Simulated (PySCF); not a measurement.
Compound: phenoxyl, C6H5O (doublet state).
Geometry (PBE0-D3(BJ)/def2-SVP, Å), atoms numbered from 1 in this order:
```
atom  x, y, z in Å
O1     2.5002    0.9169    0.1520
C2     1.3326    0.4887    0.0817
C3     0.2835    1.2542   -0.5663
C4    -1.0027    0.7694   -0.6441
C5    -1.3211   -0.4857   -0.0908
C6    -0.3348   -1.2602    0.5500
C7     0.9588   -0.7976    0.6409
H8     0.5676    2.2225   -0.9839
H9    -1.7831    1.3549   -1.1363
H10   -2.3441   -0.8625   -0.1594
H11   -0.6037   -2.2309    0.9736
H12    1.7492   -1.3709    1.1304
```

The species is `[O]c1ccccc1` (phenoxyl).

Theory: PySCF 2.14.0, UHF, IGLO-III on C O, pcH-1 on H, non-relativistic, mean-field spin-orbit, GIAO. Isolated species at its PBE0-D3(BJ)/def2-SVP geometry, gas phase.

Output of the driver script (its header reads UKS for Hartree–Fock too). Atoms in this output count from 0.

```
UKS, final grid
  cycle   1  E = -304.85006751  |g| = 5.88e-01
  cycle   2  E = -304.94744849  |g| = 5.11e-01
  cycle   3  E = -305.04540301  |g| = 7.98e-02
  cycle   4  E = -305.05569490  |g| = 4.72e-02
  cycle   5  E = -305.06120855  |g| = 4.10e-02
  cycle   6  E = -305.06971474  |g| = 3.11e-02
  cycle   7  E = -305.07638664  |g| = 1.18e-02
  cycle   8  E = -305.07675227  |g| = 6.73e-03
  cycle   9  E = -305.07693602  |g| = 2.66e-03
  cycle  10  E = -305.07695277  |g| = 1.50e-03
  cycle  11  E = -305.07695953  |g| = 6.92e-04
  cycle  12  E = -305.07696092  |g| = 3.81e-04
  cycle  13  E = -305.07696142  |g| = 2.33e-04
  cycle  14  E = -305.07696163  |g| = 8.67e-05
  cycle  15  E = -305.07696166  |g| = 4.41e-05
  cycle  16  E = -305.07696166  |g| = 1.96e-05
  cycle  17  E = -305.07696166  |g| = 8.41e-06
E = -305.07696166 Eh   <S^2> = 1.3480 (exact 0.7500)
g shifts (ppm)      1          2          3
  rmc          -254       -254       -254
  gc             -2         58         43
  oz_so          -5       3510      11314
  total        -260       3314      11103
hyperfine (MHz)  atom isotope    a_iso     a_fc   dipolar eigenvalues
    0   17O    -100.52    -100.52   -184.19     90.90     93.29
    1   13C    -165.14    -165.14    -61.27     24.86     36.42
    2   13C     128.50     128.50    -45.50    -42.23     87.73
    3   13C    -136.28    -136.28    -74.03     35.24     38.79
    4   13C     145.56     145.56    -47.67    -42.97     90.64
    5   13C    -136.32    -136.32    -74.03     35.24     38.79
    6   13C     128.59     128.59    -45.51    -42.23     87.74
    7    1H     -79.08     -79.08    -22.52     -2.19     24.71
    8    1H      68.19      68.19    -17.88     -2.94     20.82
    9    1H     -82.31     -82.31    -27.18      0.30     26.88
   10    1H      68.20      68.20    -17.88     -2.93     20.82
   11    1H     -79.09     -79.09    -22.55     -2.18     24.73
```

Q: The SCF converged. Why should these EPR parameters still be doubted?

A: ⟨S²⟩ = 1.348 is 80 % above the exact 0.750: the determinant holds components of higher spin, so its spin density, and the couplings taken from it, aren't those of a pure doublet state. Most negative Mulliken spin populations: C4 (-0.74), C6 (-0.74) and C2 (-0.60), with atoms counted from 1. At the same geometry and basis B3LYP gives ⟨S²⟩ = 0.787, g_iso = 2.0060 (here 2.0070) and a(13C, atom 1 as the log counts) = -34.7 MHz (here -165.1, class means).
